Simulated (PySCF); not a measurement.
Input of a run (CAM-B3LYP/6-31G* geometry optimisation, gas phase (PySCF 2.14.0)), started from GFN2-xTB:
```
{"job": {"xc": "CAM-B3LYP", "basis": "6-31G*", "grid": 1, "kind": "geom"}, "charge": 0, "multiplicity": 1}
N     -1.337632    -0.622671     0.046038
C     -0.754917     0.563131    -0.076725
F     -1.601404     1.597163    -0.204606
C      0.591765     0.769726    -0.080040
C      1.472495    -0.342446     0.058840
O      1.125265    -1.511336     0.187290
H     -0.676484    -1.400294     0.144702
H     -2.336566    -0.723829     0.044725
H      0.982056     1.764739    -0.187545
H      2.544305    -0.089529     0.044793
```

Output (energies in Eh, forces in Eh/bohr):
```
step   0  E = -346.37932286  max force = 0.016001
step   1  E = -346.37763189  max force = 0.007568
step   2  E = -346.37900001  max force = 0.005176
step   3  E = -346.37895811  max force = 0.005046
step   4  E = -346.37952076  max force = 0.002761
step   5  E = -346.37948097  max force = 0.007324
step   6  E = -346.37984779  max force = 0.002679
step   7  E = -346.37991637  max force = 0.001157
step   8  E = -346.37992353  max force = 0.001189
step   9  E = -346.37993376  max force = 0.000772
step  10  E = -346.37993310  max force = 0.000672
step  11  E = -346.37993930  max force = 0.000370
optimisation converged
```

Problem. Summarise the run.

Solution. The energy falls by 0.017 eV over 12 energy and gradient evaluations, the largest force component goes from 0.0160 to 3.7e-04 Eh/bohr, and the atoms move by 0.032 Å rms after alignment. The bond that changes most is C2–F3 (vinylic C–F carbon to vinyl fluorine), which shortens by 0.013 Å. Bonds longer at the end by more than 0.005 Å: 3 of 9; shorter: 1. The energy rose by more than 1e-6 Eh at steps 1, 3 and 5.

Problem. What are the final bond lengths?

Solution. N1–C2 1.332 Å, C2–F3 1.329 Å, C2=C4 1.365 Å, C4–C5 1.431 Å, C5=O6 1.235 Å, N1–H7 1.023 Å, N1–H8 1.007 Å, C4–H9 1.081 Å, C5–H10 1.105 Å. Numbering counts from 1 in the input's order; the species is `N/C(F)=C\C=O`.

The run used 92 basis functions and 92 SCF cycles in all.

No CAM-B3LYP/6-31G* frequencies stand behind this structure, so it isn't proved a minimum. The numbers are those of one conformer.

Conformer computed: `[NH2:1]/[C:2]([F:3])=[CH:4]\[CH:5]=[O:6]`: C2–C4–C5–O6 1°, H–N1–C2–F3 -177°, H–N1–C2–F3 -6°.
